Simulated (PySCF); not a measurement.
Indirect couplings

Bonds (- single, = double, # triple, : aromatic): F1-C2 1.385 Å, C2-C3 1.537 Å, C3-C4 1.531 Å, C4-C5 1.526 Å, C5-C6 1.528 Å, C6-C2 1.532 Å. C2 carries H7; C3 carries H8, H9; C4 carries H10, H11; C5 carries H12, H13; C6 carries H14, H15. H9, H10, H12, H14 are cis to F1 on the ring; H8, H11, H13, H15 are trans to F1 on the ring.

Indirect spin–spin couplings were computed at B3LYP/pcJ-1 (spin–dipole term only in couplings to heteroatoms) (PySCF) on a GFN2-xTB structure, for the isolated molecule, without vibrational or relativistic corrections. Couplings are averaged over pairs made equivalent by symmetry, fast rotation or ring inversion, so a value needn't be that of the named pair in this geometry, while other rotamers aren't included; one pair stands for each set, and the list holds a selection of those of at least 0.8 Hz over up to four bonds. One-bond C–F couplings come out tens of Hz too large with common functionals.

Isotopes: ¹⁹F, ¹³C, ¹H.

| pair | bonds | J (Hz) |
| --- | --- | --- |
| F1, C2 | 1 | ? |
| C2, C3 | 1 | 38.1 |
| C2, H7 | 1 | 157.7 |
| C3, C4 | 1 | 32.8 |
| C3, H8 | 1 | 134.2 |
| C3, H9 | 1 | ? |
| C4, C5 | 1 | ? |
| C4, H10 | 1 | ? |
| C4, H11 | 1 | 135.4 |
| C2, C4 | 2 | 3.0 |
| C3, H7 | 2 | 2.4 |
| C3, H10 | 2 | ? |
| C3, H11 | 2 | -2.8 |
| C4, H8 | 2 | -2.4 |
| F1, H8 | 3 | ? |
| F1, H9 | 3 | 33.2 |
| C3, H14 | 3 | 1.9 |
| C4, H7 | 3 | 4.3 |
| C4, H15 | 3 | 4.3 |
| H7, H8 | 3 | 8.1 |
| H7, H9 | 3 | 1.9 |
| H8, H10 | 3 | 7.3 |
| H8, H11 | 3 | ? |
| H9, H10 | 3 | 8.5 |
| H10, H13 | 3 | 7.3 |
| H11, H13 | 3 | ? |

Estimate the withheld couplings, with signs.

Results:


- ¹J(F1,C2) = -226.1 Hz (bond length 1.385 Å)
- ¹J(C3,H9) = 138.1 Hz (bond length 1.090 Å, sp3 carbon)
- ¹J(C4,C5) = 32.1 Hz (bond length 1.526 Å)
- ¹J(C4,H10) = 136.2 Hz (bond length 1.089 Å, sp3 carbon)
- ²J(C3,H10) = -2.4 Hz (mean over equivalent pairs that range from -3.3 to -1.5 Hz in this conformer)
- ³J(F1,H8) = 23.1 Hz (mean over equivalent pairs that range from 12.5 to 33.7 Hz in this conformer)
- ³J(H8,H11) = 8.6 Hz (mean over equivalent pairs that range from 7.7 to 9.6 Hz in this conformer)
- ³J(H11,H13) = 6.5 Hz (dihedral angle 45°)
